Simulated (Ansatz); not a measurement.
**C₄H₅FO: up Jacob's ladder to CCSD(T)**

One table from this session's results is given with a row withheld; the runs are named, their logs left out.

The runs use Ansatz 0.2.0, Gaussian basis; functionals in def2-TZVPP, the program's frozen cores in correlated methods.

Levels to be run: PBE-D4, r2SCAN-D4, PBE0-D4, B3LYP-D4, ωB97X-V, ωB97M-V, B2PLYP; CCSD(T)/def2-TZVPP; MP2/def2-QZVPP; extrapolation to the limit.

## The geometry

An earlier PBE0-D4 in a triple-zeta def2 set relaxation fixed the geometry.

SMILES `C#CCOCF`, 11 atoms, charge 0, spin multiplicity 1.

Atoms are counted from 1 here; the program's logs count them from 0.

Bond lengths: C1–C2 1.200 Å, C1–H7 1.065 Å, C2–C3 1.458 Å, C3–O4 1.419 Å, C3–H8 1.091 Å, C3–H9 1.095 Å, O4–C5 1.370 Å, C5–F6 1.382 Å, C5–H10 1.091 Å, C5–H11 1.096 Å. Angles: C2–C1–H7 179.6°, C1–C2–C3 179.6°, C2–C3–O4 113.3°, C2–C3–H8 109.9°, C2–C3–H9 109.8°, O4–C3–H8 105.6°, O4–C3–H9 110.3°, H8–C3–H9 107.8°, C3–O4–C5 114.6°, O4–C5–F6 110.8°, O4–C5–H10 107.0°, O4–C5–H11 112.2°, F6–C5–H10 108.0°, F6–C5–H11 106.7°, H10–C5–H11 112.0°.

Coordinates:

```xyz
11
charge 0, multiplicity 1
C    -2.1826   -0.8282    0.3809
C    -1.1408   -0.7128   -0.2026
C     0.1256   -0.5630   -0.9085
O     1.2274   -0.3407   -0.0417
C     1.1741    0.8367    0.6561
F     1.3561    1.9160   -0.1871
H    -3.1083   -0.9370    0.8954
H     0.3594   -1.4811   -1.4502
H     0.0483    0.2481   -1.6405
H     1.9997    0.8229    1.3687
H     0.2065    0.9822    1.1502
```

The first run:

File in.yaml:

```yaml
crystal:
  periodic: [false, false, false]
  atoms:
    - {symbol: C, position_ang: [-2.182649, -0.828198, 0.380864]}
    - {symbol: C, position_ang: [-1.140770, -0.712824, -0.202617]}
    - {symbol: C, position_ang: [0.125611, -0.563016, -0.908519]}
    - {symbol: O, position_ang: [1.227449, -0.340685, -0.041683]}
    - {symbol: C, position_ang: [1.174126, 0.836676, 0.656087]}
    - {symbol: F, position_ang: [1.356076, 1.916028, -0.187091]}
    - {symbol: H, position_ang: [-3.108337, -0.937045, 0.895402]}
    - {symbol: H, position_ang: [0.359364, -1.481123, -1.450205]}
    - {symbol: H, position_ang: [0.048294, 0.248115, -1.640488]}
    - {symbol: H, position_ang: [1.999654, 0.822949, 1.368668]}
    - {symbol: H, position_ang: [0.206485, 0.982221, 1.150181]}
basis:
  gaussian: {orbitals: def2-TZVPP}
hamiltonian: {xc: pbe, dispersion: d4}
output: {forces: true, orbitals: {seedname: orbitals}}
```

Launch:

```
$ ansatz run in.yaml --threads 4 --pin off --events-out ev --progress --plain --max-ram 10444MiB
```

Among the steps run: PBE-D4 (GGA); r2SCAN-D4 (meta-GGA); PBE0-D4 (hybrid); B3LYP-D4 (hybrid); ωB97X-V (range-separated); ωB97M-V (range-separated); B2PLYP (double hybrid); CCSD(T) in def2-TZVPP; MP2 in def2-QZVPP.

One of the session's tables, all rows but one given; the rest of the session is left out.

It belongs to the step «Atomisation energies». 

| method | atomisation energy (kcal/mol) |
| --- | --- |
| PBE-D4 | 1138.2 |
| r2SCAN-D4 | 1102.4 |
| PBE0-D4 | 1107.0 |
| B3LYP-D4 | 1098.1 |
| ωB97X-V | 1098.8 |
| ωB97M-V | 1102.2 |
| B2PLYP | 1090.2 |
| HF/def2-TZVPP | 778.3 |
| MP2/def2-TZVPP | 1101.4 |
| CCSD/def2-TZVPP | ? |
| CCSD(T)/def2-TZVPP | 1069.5 |
| MP2/CBS | 1129.9 |
| CCSD(T)/CBS | 1098.1 |

**Question.** Estimate the row for CCSD/def2-TZVPP.

**Answer.** atomisation energy (kcal/mol): 1048.9. In the column «atomisation energy (kcal/mol)» it lies between HF/def2-TZVPP (778.3) and CCSD(T)/def2-TZVPP (1069.5).

To keep in mind: Free atoms (4 C, 1 O, 1 F, 5 H) were run apart at each level; the atomisation energy is their sum less the molecule, without zero-point or spin-orbit terms.
